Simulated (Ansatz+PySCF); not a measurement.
**singlet C2H6: levels of theory in one basis**

```json
{"atom": "C", "x (Å)": "0.0095", "y (Å)": "-0.0221", "z (Å)": "-0.8034"}
{"atom": "C", "x (Å)": "0.0330", "y (Å)": "-0.0221", "z (Å)": "0.7899"}
{"atom": "H", "x (Å)": "-0.0065", "y (Å)": "-0.9748", "z (Å)": "-1.1584"}
{"atom": "H", "x (Å)": "-0.8928", "y (Å)": "0.5155", "z (Å)": "-1.1156"}
{"atom": "H", "x (Å)": "0.8813", "y (Å)": "0.5612", "z (Å)": "-1.1719"}
{"atom": "H", "x (Å)": "-0.0147", "y (Å)": "1.0278", "z (Å)": "1.2128"}
{"atom": "H", "x (Å)": "-0.9313", "y (Å)": "-0.5094", "z (Å)": "1.1877"}
{"atom": "H", "x (Å)": "0.8981", "y (Å)": "-0.5601", "z (Å)": "1.1574"}
```

Basis set: def2-SVP (spherical functions). Left uncorrelated: 2 orbitals. Charge 0, multiplicity 1.

Computed with Ansatz (development build ahead of 0.2.0); each method stands on the lowest determinant of its kind that the runs found. NEVPT2 correlates all electrons. Active spaces start from the frontier orbitals, and the lowest solution found is given.

```json
{"method": "RHF", "E − E(RHF) (eV)": "0.00", "<S²> of the determinant": "0.00"}
{"method": "RHF-MP2", "E − E(RHF) (eV)": "-8.24", "<S²> of the determinant": "–"}
{"method": "RHF-CCSD", "E − E(RHF) (eV)": "-9.23", "<S²> of the determinant": "–"}
{"method": "RHF-CCSD(T)", "E − E(RHF) (eV)": "-9.46", "<S²> of the determinant": "–"}
{"method": "SC-NEVPT2(2,2)", "E − E(RHF) (eV)": "-8.39", "<S²> of the determinant": "–"}
```

(1) What does CASSCF(2,2) give on the same scale?

(2) Is a single determinant a sound starting point here?

## Answers

(1) -0.47 eV.

(2) By this sign, yes. Unrestricted orbitals gain 0.00 eV and <S²> is 0.00 against 0.00 for a pure state. The CASSCF(2,2) natural occupations are 1.98, 0.02.
